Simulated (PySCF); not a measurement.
Running PySCF for NH⁻

Input:

```python
from pyscf import gto, scf

mol = gto.M(
    atom='H 0 0 0; N 0 0 1.075',
    basis='cc-pvdz',
    charge=-1,
    spin=1,
    verbose=3,
)
mf = scf.UHF(mol)
mf.kernel()
mf.stability(internal=True, external=True)
mf.dip_moment()
print('orbital energies (hartree):', [e[max(0, n-3):n+3].round(4) for e, n in zip(mf.mo_energy, mol.nelec)])
```

```bash
$ OMP_NUM_THREADS=1 python input.py
```

It prints (some set-up lines and the per-cycle HOMO/LUMO lines with their warnings removed):

```
converged SCF energy = -54.8620492545992  <S^2> = 0.75588896  2S+1 = 2.0058803
<class 'pyscf.scf.uhf.UHF'> wavefunction is stable in the internal stability analysis
<class 'pyscf.scf.uhf.UHF'> wavefunction is stable in the real -> complex stability analysis
<class 'pyscf.scf.uhf.UHF'> wavefunction is stable in the UHF/UKS -> GHF/GKS stability analysis

WARN: System has nonzero charge -1; the dipole moment is origin-dependent.
Location of origin: [0. 0. 0.]

Dipole moment(X, Y, Z, Debye): -0.00000, -0.00000, -5.61944
orbital energies (hartree): [array([-0.1318, -0.079 , -0.0035,  0.4879,  1.1053,  1.3064]), array([-0.5438, -0.0982,  0.0321,  0.5006,  0.5401,  1.1183])]
```

In short: E(SCF) = -54.862049 Eh, ⟨S²⟩ = 0.756, internal stable; real -> complex stable; UHF/UKS -> GHF/GKS stable.

Hardware: Intel Xeon Platinum 8488C, 1 thread, shared host. Wall time 0.8 s.

The basis has no diffuse functions, which an anion needs. The bond length is a typed value, not an optimised one. The dipole of an ion depends on the origin. No search for the lowest solution was made.
